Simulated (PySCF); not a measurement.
Gas-phase XPS of `F[C@@H]1CC12CC2`, computed

C₅H₇F.
Z-matrix (Å and degrees, GFN2-xTB geometry), rows numbered from 1:
```
F 
C   1  1.3680
C   2  1.5091  1  117.81
C   2  1.4731  1  118.93  3   -68.91
C   4  1.4796  2  137.46  3  -130.39
C   4  1.4806  2  137.40  3   131.65
H   2  1.0840  1  109.67  3   144.02
H   3  1.0804  2  118.03  4  -109.51
H   3  1.0804  2  117.02  4   107.84
H   5  1.0802  4  118.32  6  -107.97
H   5  1.0800  4  118.16  6   108.04
H   6  1.0802  4  118.51  5  -107.88
H   6  1.0803  4  118.17  5   107.83
```

Level of theory: delta-SCF UKS SCAN, pcX-2 on the ionised atom, pcseg-1 elsewhere, spin-free X2C (PySCF 2.14.0). Binding energies are ΔSCF values: E(core-ionised, relaxed orbitals) − E(ground state) at a fixed geometry, referred to the vacuum level.

Task: List the computed XPS lines with their assignment.

Result: 
```json
{"atom(s)": "F1", "environment": "alkyl fluorine", "level": "F 1s", "binding energy (eV)": "692.22", "above the level's lowest (eV)": "0.00", "count": "1"}
{"atom(s)": "C2", "environment": "sp3 C–F carbon", "level": "C 1s", "binding energy (eV)": "292.81", "above the level's lowest (eV)": "+2.06", "count": "1"}
{"atom(s)": "C3", "environment": "three-membered-ring carbon", "level": "C 1s", "binding energy (eV)": "290.75", "above the level's lowest (eV)": "0.00", "count": "1"}
{"atom(s)": "C4", "environment": "sp3 carbon at a ring junction", "level": "C 1s", "binding energy (eV)": "290.86", "above the level's lowest (eV)": "+0.11", "count": "1"}
{"atom(s)": "C5", "environment": "three-membered-ring carbon", "level": "C 1s", "binding energy (eV)": "290.79", "above the level's lowest (eV)": "+0.04", "count": "1"}
{"atom(s)": "C6", "environment": "three-membered-ring carbon", "level": "C 1s", "binding energy (eV)": "290.77", "above the level's lowest (eV)": "+0.02", "count": "1"}
```

The listed C 1s values span 2.06 eV, from C3 (bonded to 2 C and 2 H) to C2 (bonded to F, 2 C and H). The widest gap between neighbouring values is 1.95 eV, between 290.86 and 292.81 eV. The values 290.75, 290.77 and 290.79 eV lie too close for their order to be trusted.

Task: Which photon energy gives electrons from C 1s of C5 a kinetic energy of 50 eV, and what is their de Broglie wavelength?

Result: hν = 290.79 + 50 = 340.79 eV, recoil neglected; λ = 12.264 Å/√(E/eV) = 1.73 Å.

Task: Which photon wavelength matches the C 1s of C5 threshold?

Result: λ = hc/E = 12398.42 eV Å / 290.79 eV = 42.637 Å.

Geometry: GFN2-xTB; no solvent, vibrations or thermal averaging.
